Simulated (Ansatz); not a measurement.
**Worked example: correlation energy of SiH₄, singlet**

Geometry: displaced at random from a stationary point.

```tsv
atom	x (Å)	y (Å)	z (Å)
Si	0.0115	0.0061	0.0014
H	0.7025	0.8732	0.8698
H	-0.9363	-0.8724	0.8623
H	-0.8484	0.7823	-0.8381
H	0.7617	-0.9522	-0.9330
```

Basis cc-pVTZ; Ansatz 0.2.0. Correlated methods freeze the noble-gas cores, which leaves 8 electrons in 85 orbitals. Prefix R: restricted or restricted open-shell reference.

Full CI isn't at hand for all of this; RCCSDT(Q) serves as the reference, and is uncertain by about the last step of the cluster series.

Runs differ by some tens of microhartree through their thresholds, so steps under 0.03 kcal/mol mean nothing.

```csv
level,total energy (hartree)
RHF,-291.251816
RMP2,-291.395429
RCCSD,-291.425341
RCCSD(T),-291.429218
RCCSDT,-291.429956
RCCSDT(Q),-291.430056
```

**Question.** What is the correlation energy at RCCSDT(Q), and what share of it do RMP2 and RCCSD(T) recover?

**Answer.** E(corr) = -291.430056 − (-291.251816) = -0.178240 hartree = -4.850 eV. RMP2: -0.143613 / -0.178240 = 80.57 %. RCCSD(T): -0.177402 / -0.178240 = 99.53 %.

**Question.** By how many kcal/mol does RCCSD(T) miss RCCSDT(Q) (1 hartree = 627.509 kcal/mol), and which steps make up the rest?

**Answer.** -291.429218 − (-291.430056) = 0.000838 hartree = 0.53 kcal/mol. Steps: RCCSDT − RCCSD(T) = -0.46, RCCSDT(Q) − RCCSDT = -0.06 kcal/mol. That is within 1 kcal/mol of the reference in this basis, which itself misses far more of the correlation at the basis-set limit.
